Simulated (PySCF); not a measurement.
Numbering as in the mapped SMILES `[cH:1]1[cH:2][cH:3][c:4]2[n:5][s:6][n:7][c:8]2[cH:9]1` (H(Xn): hydrogen on atom n).

Geometry: PBE0-D3(BJ)/def2-SVP; GIAO absolute shieldings from PySCF 2.14.0 with density-fitted response routines, gas phase, non-relativistic, averaged over equivalent atoms.

At WP04/pcSseg-1 (180 basis functions, 24 s wall time on 1 thread of an Arm Neoverse V2, shared host):
```json
{"atoms": "C4/C8", "σ (ppm)": "11.2"}
{"atoms": "C1/C2", "σ (ppm)": "37.8"}
{"atoms": "C3/C9", "σ (ppm)": "44.9"}
{"atoms": "N5/N7", "σ (ppm)": "-142.5"}
{"atoms": "S6", "σ (ppm)": "-114.8"}
{"atoms": "H(C3)/H(C9)", "σ (ppm)": "23.63"}
{"atoms": "H(C1)/H(C2)", "σ (ppm)": "24.18"}
```

What do these become at PBE0/pcSseg-1?

Answers


| atoms | σ at PBE0/pcSseg-1 | change |
| --- | --- | --- |
| C4/C8 | 26.1 | +14.9 |
| C1/C2 | 49.8 | +12.0 |
| C3/C9 | 56.4 | +11.5 |
| N5/N7 | -125.1 | +17.4 |
| S6 | -65.2 | +49.6 |
| H(C3)/H(C9) | 22.97 | -0.66 |
| H(C1)/H(C2) | 23.53 | -0.65 |

The largest change is at S6 (aromatic ring sulfur). Cost: 180 basis functions, 25 s wall time on 1 thread of an Arm Neoverse V2, shared host. The order of the carbon signals is the same at both levels.
